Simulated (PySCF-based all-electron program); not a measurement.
Si₃H₈, singlet: how the functional moves the forces

All-electron Kohn–Sham DFT on the free molecule, computed near the basis limit with an in-house program on PySCF integrals; the spin-free Dirac equation, no spin–orbit coupling, spin-restricted. Forces are good to about 0.010 eV/Å. Atoms are numbered as listed.

```xyz
11

Si    0.0000    0.0000    0.0000
Si    1.9436    0.0000   -1.3209
Si   -1.9436    0.0000   -1.3209
H     0.0000   -1.2120    0.8838
H     0.0000    1.2120    0.8838
H     3.1729    0.0000   -0.4665
H     1.9705    1.2138   -2.1967
H     1.9705   -1.2138   -2.1967
H    -3.1729    0.0000   -0.4665
H    -1.9705   -1.2138   -2.1967
H    -1.9705    1.2138   -2.1967
```

What forces does PBE give?



```tsv
atom	Fx	Fy	Fz (eV/Å)
Si1	0.000	0.000	0.001
Si2	0.002	0.000	-0.009
Si3	-0.002	0.000	-0.009
H4	0.000	0.028	-0.016
H5	0.000	-0.028	-0.016
H6	-0.025	0.000	-0.021
H7	0.001	-0.026	0.023
H8	0.001	0.026	0.023
H9	0.024	0.000	-0.021
H10	-0.001	0.026	0.023
H11	-0.001	-0.026	0.023
```
